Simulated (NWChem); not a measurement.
water (H2O); SMILES O

```xyz
3

O      0.0000     0.0000     0.1432
H      0.7577     0.0000    -0.4699
H     -0.7577     0.0000    -0.4699
```
Atoms are numbered in this order, from 1.

Results from NWChem. The geometry was optimised at PBE-D3(BJ)/def2-SVP. B3LYP is NWChem's, with the RPA form of VWN correlation. Level: B3LYP/def2-SVP with COSMO at NWChem's default radii, gas-phase geometry; the question gives the dielectric constant.

### Question
What does the run give for dielectric constant 1.5? Quantities: electrostatic solvation energy (kcal/mol); dipole in solution (D).

### Answer
```json
{
  "electrostatic solvation energy (kcal/mol)": "-2.1",
  "dipole in solution (D)": "2.12"
}
```
